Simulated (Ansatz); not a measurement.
A structure relaxed at PBE0-D4/def2-TZVP, charge 0, multiplicity 1:

```xyz
10

N     0.2468   -1.6023    0.7559
C    -0.1679   -0.5565    0.1881
O    -1.3901   -0.5326   -0.3758
C     0.5007    0.7880    0.0671
O     0.3169    1.3917   -1.1844
H     1.1873   -1.4813    1.1178
H    -1.7668   -1.4155   -0.2598
H     1.5741    0.6686    0.2191
H     0.1150    1.4205    0.8819
H    -0.6159    1.3196   -1.4099
```

(1) Give its formula and SMILES.

(2) Summarise the bond lengths by kind.

## Answers

(1) C2H5NO2, `N=C(O)CO`.

(2) 1 × C–N 1.260 Å; 1 × H–N 1.015 Å; 2 × C–O 1.346 to 1.402 Å; 1 × C–C 1.506 Å; 2 × H–O 0.962 to 0.967 Å; 2 × C–H 1.091 to 1.101 Å.

Results of the Gaussian-basis code of Ansatz.
